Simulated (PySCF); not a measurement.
Work out the structure from these simulated measurements.

Elements present: C, H and O. Monoisotopic mass: 84.0575 u.

- Dipole: 1.61 D [PBE0/pcSseg-1]
- 1H NMR: chemical shifts (computed TMS as zero) by class: 8.68 (2 H), 2.88 (3 H), 1.52 (3 H) ppm [GIAO PBE0/pcSseg-1]
- NMR, other nuclei: isotropic shieldings of nuclei other than C and H, by class: 289 (1 O) ppm [GIAO PBE0/pcSseg-1]
- 13C NMR: chemical shifts (computed TMS as zero) by class: 146.7 (2 C), 61.9 (1 C), 54.7 (1 C), 27.9 (1 C) ppm [GIAO PBE0/pcSseg-1]
- Rotational structure: rotational constants A, B, C: 5.358, 3.588, 2.547 GHz [GFN2-xTB]

The electronic properties come from PySCF, for the isolated species, density fitting. Levels stand in brackets. Geometry: GFN2-xTB, one conformer, isolated molecule. NMR classes are plain means over equivalent atoms (diastereotopic ones count apart unless rotation or inversion swaps them), as if these changed places fast.

Task: Which formula fits the mass and the elements?

Result: C5H8O (calculated 84.0575). No other formula that holds each of these elements comes within 0.0003 u with a fitting electron parity and a possible valence count.

Task: Give a SMILES that accounts for the data.

Result: Numbering: `[CH3:1][O:2][C:3]1([CH3:4])[CH:5]=[CH:6]1`. Its formula, C5H8O, gives 2 degrees of unsaturation: 1 ring and 1 π bond in the structure found. 5 carbons fall into 4 classes; from least to most shielded: alkene CH carbon [C5/C6] (146.7 ppm, 2 C), ring sp3 carbon bound to oxygen [C3] (61.9 ppm), methoxy carbon [C1] (54.7 ppm), methyl carbon [C4] (27.9 ppm). Hydrogen classes from least to most shielded: 2 H on 2 alkene CH carbons, C5/C6 (8.68 ppm), 3 H on a methoxy carbon, C1 (2.88 ppm, a mean of values up to 0.7 ppm apart in this geometry), 3 H on a methyl carbon, C4 (1.52 ppm, a mean of values up to 1.7 ppm apart in this geometry). The other shieldings belong to: 289 ppm, ether oxygen [O2]. The optimised geometry has point group Cs and is an asymmetric top. Structure: `COC1(C)C=C1`. Computed isomers that give other values at the same levels: `C/C=C/C(C)=O` (13C chemical shifts (computed TMS as zero) by class: 198.2 (1 C), 153.3 (1 C), 133.8 (1 C), 33.5 (1 C), 22.1 (1 C) ppm); `COC1=C(C)C1` (rotational constant A: 6.087 GHz; this holds for the one conformer computed); `OC[C@@H]1[C@H]2C[C@@H]12` (rotational constant A: 11.648 GHz; this holds for the one conformer computed). The assignments are read from this structure; whether some other isomer fits the data as well wasn't checked.

Shape of the structure used: `[CH3:1][O:2][C:3]1([CH3:4])[CH:5]=[CH:6]1`: C1–O2–C3–C4 179°.
